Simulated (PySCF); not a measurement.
Some computed properties have been withheld. Give your best values.

1,1-dichlorocyclopropane, C3H4Cl2.
InChI=1S/C3H4Cl2/c4-3(5)1-2-3/h1-2H2

```tsv
property	level	value
point group of the GFN2-xTB geometry	GFN2-xTB	?
rotational constants A, B, C of the GFN2-xTB geometry	GFN2-xTB	3.931, 2.952, 1.947 GHz
dipole moment	CAM-B3LYP/def2-SVPD	?
HOMO energy	CAM-B3LYP/def2-SVPD	-9.39 eV
LUMO energy	CAM-B3LYP/def2-SVPD	1.07 eV
lowest singlet excitation	TDDFT CAM-B3LYP/def2-SVPD	6.65 eV (186 nm, f = 0.000)
strongest line among the 8 lowest singlet transitions	TDDFT CAM-B3LYP/def2-SVPD	?
lowest triplet excitation (Tamm–Dancoff)	TDA CAM-B3LYP/def2-SVPD	6.02 eV
static isotropic polarisability	CAM-B3LYP/def2-SVPD	61.4 au
electronic spatial extent ⟨r²⟩ about the centre of nuclear charge	CAM-B3LYP/def2-SVPD	?
```

Gas-phase values; electronic properties from PySCF, density fitting. Geometry: GFN2-xTB; no solvent, vibrations or thermal averaging.

Task: The strongest line among the 8 lowest singlet transitions?

Result: S8 at 8.30 eV (149 nm, f = 0.099).

Task: The electronic spatial extent ⟨r²⟩ about the centre of nuclear charge?

Result: 628 bohr².

Task: What is the point group of the GFN2-xTB geometry?

Result: C2v.

Task: What is the dipole moment?

Result: 2.30 D.

The polarisability is 9.10 Å³ as a volume (1 au = 0.148185 Å³), or 1.10 au for each of the 56 electrons. The principal polarisabilities are 53.6, 64.4 and 66.2 au; their mean is the isotropic value. The vertical singlet–triplet gap S1 − T1 is 0.63 eV (TDDFT singlet less Tamm–Dancoff triplet; S1: HOMO→LUMO, weight 0.80; T1: HOMO→LUMO, weight 0.74). A dipole of 2.30 D is allowed in C2v, and pure rotational transitions are dipole-allowed.
